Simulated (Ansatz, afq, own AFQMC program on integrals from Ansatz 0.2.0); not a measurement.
Atomization energy of SiH₄, singlet

```xyz
5

Si    0.0000    0.0000    0.0000
H     0.8558    0.8587    0.8568
H    -0.8596   -0.8544    0.8574
H    -0.8547    0.8555   -0.8611
H     0.8584   -0.8599   -0.8531
```

Atoms in their ground-state spins without spin–orbit coupling (mostly on UHF) minus the molecule (RHF), without zero-point energy. The geometry is a stationary point, not shown to be a minimum.

Basis cc-pVTZ. Noble-gas cores (and the filled d shells of Ga–Kr and In–Xe) are frozen. Integrals, coupled cluster, full CI and functionals: Ansatz 0.2.0; the random walks run on the same integrals in our own AFQMC program. ph-AFQMC/CISD is guided by a CISD state made of CCSD amplitudes; releasing the constraint for a short imaginary time cuts its bias at the price of noise, slowly where states lie close. Error bars are statistical, one sigma. The errors of all members are added in quadrature.

No full CI on the walks' own integrals is used here; CCSDT(Q) serves as the reference and is uncertain by about the last step of the cluster series. Each member takes its own surest rung, up to full CI.

Errors are counted within cc-pVTZ, not against nature.

Cautions: SiH₄ (singlet): the ph-AFQMC/HF walk drifts between its halves (2.2 errors); other spins of the molecule weren't checked.

| level | atomization energy (eV) |
| --- | --- |
| HF | 11.016 |
| MP2 | 13.387 |

(1) From these cheaper values, estimate the atomization energy at the reference level in cc-pVTZ.

(1) 13.742 eV (CCSDT(Q) in cc-pVTZ).

```
         level  atomization energy (eV)  error against CCSDT(Q) (eV)
          CCSD                   13.704                       -0.038
       CCSD(T)                   13.741                        0.000
         CCSDT                   13.741                       -0.001
   ph-AFQMC/HF           13.828 ± 0.025                0.086 ± 0.025
 ph-AFQMC/CISD           13.750 ± 0.002                0.008 ± 0.002
released AFQMC           13.745 ± 0.003                0.004 ± 0.003
```

Correlation beyond CCSD(T) changes it by less than 2 meV. The perturbative (T) step is worth +0.038 eV.

A walk keeps the symmetry of its determinant, which the program's search chose and which needn't be the lowest solution, so a lower state of the same spin and another symmetry isn't excluded. Released energies are given only where the last usable release times agree within the noise; a slower fall can still hide under it.
